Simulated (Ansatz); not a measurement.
Input file:

```yaml
crystal:
  periodic: [false, false, false]
  atoms:
    - {symbol: Al, position_ang: [-1.809442, 0.000000, 0.000000]}
    - {symbol: H, position_ang: [-2.602366, 1.373384, 0.000000]}
    - {symbol: H, position_ang: [-2.602366, -1.373384, 0.000000]}
    - {symbol: H, position_ang: [-0.334442, 0.000000, 0.000000]}
    - {symbol: Cl, position_ang: [1.534558, 0.000000, 0.000000]}
basis:
  gaussian: {orbitals: cc-pVDZ}
magnetization: {spin_polarized: true, initial_magnetization: 1}
hamiltonian: {xc: {name: B3LYP}}
```

```sh
$ ansatz run in.yaml --threads 1 --pin off --events-out ev --progress --plain --max-ram 2393MiB
```

Log:

```
504 factors; integrals over basis functions are off by at most 2.1e-3 eV
mean field evaluation 1: about -19166.7263 eV, gradient 8.9e0 eV
mean field evaluation 2: about -19167.0425 eV, gradient 6.7e0 eV
mean field evaluation 4: about -19167.3171 eV, gradient 3.7e-1 eV
mean field evaluation 8: about -19167.3420 eV, gradient 1.8e-2 eV
mean field evaluation 16: about -19167.3420 eV, gradient 8.5e-6 eV
mean field -19167.34195626 eV, -704.3868248014 hartree, gradient 8.5e-6 eV, S^2 0.752676; 1 other end points of the search recorded, 0 dependent functions left out
reference -19167.34219553 eV, -704.3868335946 hartree; 17, 16 occupied and 34, 35 virtual orbitals, 504 factors
Total energy: -19167.34219553 eV, -704.3868335946 hartree
```

Ran on 1 thread of Arm Neoverse V1, shared host: 2.1 s wall, 0.21 GiB peak host memory.
